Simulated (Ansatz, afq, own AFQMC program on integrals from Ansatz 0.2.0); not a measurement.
Integrals from Ansatz 0.2.0, then the random walk in our own AFQMC program (afq).

```yaml
crystal:
  periodic: [false, false, false]
  atoms:
    - {symbol: B, position_ang: [-2.130392, 0.000000, 0.000000]}
    - {symbol: H, position_ang: [-2.727125, 1.033571, 0.000000]}
    - {symbol: H, position_ang: [-2.727125, -1.033571, 0.000000]}
    - {symbol: H, position_ang: [-0.738392, 0.000000, 0.000000]}
    - {symbol: N, position_ang: [1.660692, 0.000000, 0.000000]}
    - {symbol: C, position_ang: [0.500608, 0.000000, 0.000000]}
basis:
  gaussian: {orbitals: cc-pVDZ}
magnetization: {spin_polarized: true, initial_magnetization: 1}
correlation: {method: ccsd_t, electrons: outside_noble_gas, hamiltonian_folder: ham}
```

```sh
$ ansatz run in.yaml --threads 1 --pin off --events-out ev --progress --plain --max-ram 16896MiB --backend cuda --devices 0, --max-vram 18GiB
```

afq runs on the folder ham with

```
--method phaseless --trial hf --walkers 4000 --populations 20 --least-time 40 --time-step 0.005 --steps-per-block 20 --equilibration-blocks 112 --max-blocks 4000 --target-error 0.00115 --factor-cut 1e-05 --start spin_pure --seed 4017 --taylor-order 6
```

Times are imaginary, in 1/Eh. The walk had a cap of 54 s. With eight or more populations the least sampling time is a fifth of least-time, and the error comes from their spread.

Output of the walk:

```
orbitals 54  electrons 8 7  factors 420 of 530
reference energy -118.59393348 Eh
CCSD correlation -0.38974731 Eh in 13 cycles, weight of the determinant in the CISD state 0.8076
energy of the start -118.601799 Eh
 block  time / (1/Eh)  mean weight  energy / Eh
     1     0.100  1.0019  -118.696599
     2     0.200  1.0025  -118.764736
     3     0.300  1.0028  -118.813230
     4     0.400  1.0030  -118.853823
     5     0.500  1.0024  -118.881193
     9     0.900  1.0010  -118.942202
    21     2.100  1.0001  -118.995385
    41     4.100  0.9993  -119.000097
    61     6.100  1.0001  -119.006383
    76     7.600  1.0000  -119.014179
    81     8.100  1.0001  -119.004356
   101    10.100  0.9998  -119.008129
   121    12.100  1.0001  -118.997212
   141    14.100  1.0001  -119.007330
   161    16.100  1.0000  -118.998675
   181    18.100  0.9997  -118.993420
   201    20.100  1.0004  -119.013856
error from the spread of 20 populations
energy -119.003867 +/- 0.001954 Eh
(rows thinned)
```

The run passed its tests (sampling time, drift between the halves within three errors, error under three times the target), which doesn't prove that it has relaxed, ending at its cap on processor time.

Against this walk (error 53.2 meV) on the same determinant: CCSD(T) 154.3 meV higher, CCSDT(Q) 73.9 meV higher (within the noise), a separate phaseless walk with a CISD trial and standard settings 83.4 ± 53.6 meV higher (within the noise). The error is statistical and leaves out the bias of the constraint. The determinant has ⟨S²⟩ = 0.95, so the low cluster orders mix in higher spin (the high orders can go on to a lower state of that spin), while the walk starts as a pure doublet. None of these is a sure reference here.

Cautions: constraint bias not in the error; error above the target (53.2 against 31.3 meV); unrestricted determinant spin contaminated (⟨S²⟩ 0.95 against 0.75).

The walk took 54 s on 1 × NVIDIA H100 80GB HBM3 with 2 threads of AMD EPYC 7R13 Processor (Zen 3), with other jobs on the host (the card was shared). The log's last line is the phaseless energy.

CCSDT and higher add their correlation energy to the determinant of the CCSD(T) run, since their own runs factorise the integrals more tightly (a shift of under 2 meV). A walk keeps the symmetry of its determinant, which the program's search chose and which needn't be the lowest solution, so a lower state of the same spin and another symmetry isn't excluded.
